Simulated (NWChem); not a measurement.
System: ethylene (C₂H₄); SMILES C=C

Input file for NWChem:

```
start job
memory heap 200 mb stack 900 mb global 1100 mb
geometry units angstroms noautosym nocenter noautoz
  C      0.000000     0.665229     0.000000
  C      0.000000    -0.665229     0.000000
  H      0.931002     1.240614     0.000000
  H     -0.931002     1.240614     0.000000
  H     -0.931002    -1.240614     0.000000
  H      0.931002    -1.240614     0.000000
end
basis spherical
  * library 6-31+g*
end
dft
  xc b3lyp
  iterations 150
end
property
  response 1 0.0
end
task dft property
```

The geometry was optimised at PBE0/def2-SVP.

Static field.

Task: Predict the main results of this run. (B3LYP/6-31+G* (spherical d).) Quantities: isotropic polarisability (bohr³); anisotropy (bohr³).

Result: 
```json
{
 "isotropic polarisability (bohr³)": "24.6",
 "anisotropy (bohr³)": "15.6"
}
```
